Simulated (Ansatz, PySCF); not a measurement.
This PySCF input computes a BLYP/def2-TZVPD energy:

```python
from pyscf import gto, scf, dft

mol = gto.M(
    atom='''
    N    -0.00000000    0.00000000    0.00000000
    H     0.01428541    0.96188359   -0.35397200
    H     0.83339821   -0.49769460   -0.32934452
    H    -0.84032710   -0.47735428   -0.34161902
    H    -0.00735652    0.01316529    1.02493554
    ''',
    basis='def2-tzvpd',
    charge=1,
    spin=0,
    verbose=4,
)

mf = dft.RKS(mol, xc='blyp').density_fit(auxbasis='def2-universal-jkfit')
mf.grids.level = 3
mf.conv_tol = 1e-9
mf.max_cycle = 100
mf.max_memory = 1500
mf.kernel()
if not mf.converged:
    mf = mf.newton()
    mf.kernel(mf.make_rdm1())
mf.analyze()
```

**Question.** Write an input for the same energy in Ansatz (a program for electronic structure) and say what it gives.

**Answer.** 
Ansatz 0.2 input:
```yaml
crystal:
  periodic: [false, false, false]
  atoms:
    - {symbol: N, position_ang: [-0.00000000, 0.00000000, 0.00000000]}
    - {symbol: H, position_ang: [0.01428541, 0.96188359, -0.35397200]}
    - {symbol: H, position_ang: [0.83339821, -0.49769460, -0.32934452]}
    - {symbol: H, position_ang: [-0.84032710, -0.47735428, -0.34161902]}
    - {symbol: H, position_ang: [-0.00735652, 0.01316529, 1.02493554]}
basis:
  gaussian:
    orbitals: def2-TZVPD
hamiltonian:
  xc: {name: BLYP}
total_charge: 1
output: {forces: true}
```
It gives -56.89424 Eh, and PySCF -56.89431 Eh, a difference of 0.07 mEh, from the treatment of integrals and grids.
